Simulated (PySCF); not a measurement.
Molecule: `FP(P(F)F)F`, F4P2.

Bonds (- single, = double, # triple, : aromatic): F1-P2 1.616 Å, P2-F3 1.615 Å, P2-P4 2.275 Å, P4-F5 1.615 Å, P4-F6 1.615 Å.

Geometry PBE0-D3(BJ)/def2-SVP throughout; GIAO in PySCF 2.14, gas phase, one conformer, non-relativistic; equivalent atoms averaged; functional PBE0.

Question: How do the absolute shieldings σ depend on the basis set? (ppm; last column core-seconds on 1 thread of an Arm Neoverse V1, shared host)

Answer: 
```csv
basis set,functions,F1/F3/F5/F6,P2/P4,core-s
pcSseg-0,62,321.7,33.8,2.9
cc-pVDZ,92,314.5,139.0,5
aug-cc-pVDZ,146,312.1,151.7,9.1
cc-pVTZ,188,298.4,99.9,13
IGLO-III,228,293.8,65.9,16
```

Question: Which nucleus moves most, in ppm?

Answer: P2/P4 (phosphorus bonded to 2 F, P): from 33.8 ppm with pcSseg-0 to 151.7 ppm with aug-cc-pVDZ. The smallest spread is 27.9 ppm, at F1/F3/F5/F6.

Question: Taking the largest basis, IGLO-III (228 functions), as the yardstick, rank the others by their worst heavy-atom deviation.

Answer: pcSseg-0 32.0 ppm (62 functions), cc-pVTZ 34.0 ppm (188 functions), cc-pVDZ 73.1 ppm (92 functions), aug-cc-pVDZ 85.8 ppm (146 functions).

A small basis that lands close on one nucleus may do so by chance; judge by the trend and by all nuclei.
